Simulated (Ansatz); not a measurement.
A made-up structure of B2HO, doublet:

| atom | x (Å) | y (Å) | z (Å) |
| --- | --- | --- | --- |
| B1 | -0.5757 | 0.6574 | -0.1043 |
| B2 | 1.2146 | -1.3530 | 0.7664 |
| O3 | 0.4604 | -0.5094 | 0.3468 |
| H4 | -1.0993 | 1.2050 | -1.0089 |

It is relaxed with PBE-D4/def2-SVP and then PBE0-D4/def2-TZVP (Ansatz 0.2.0). Atoms count as bonded within 1.22 times the sum of their covalent radii (H–H: 0.88 Å). The end point is not checked to be a true minimum.

(1) Does its bonding change? (A judgement: the text doesn't fix the answer.)

Answers

(1) By the calculation: No: no bond forms or breaks.

Where it ends: The first stage lowers the energy by 1.51 eV in 6 steps. It ends as B₂HO ([B][O][BH]):
B1  (-0.555, 0.645, 0.084)
B2  (1.147, -1.282, 0.651)
O3  (0.323, -0.356, 0.266)
H4  (-0.915, 0.993, -1.002)
(Å)

Labels in which every atom is bracketed show which atoms are joined, not bond orders.

For scale, one of the runs: PBE0-D4/def2-TZVP relaxation, 99 basis functions, launched by `ansatz run in.yaml --threads 2 --pin off --events-out ev --progress --plain --max-ram 4352MiB`. The run took about 8.5 s on 2 CPU threads of an Arm Neoverse V2 (shared host).
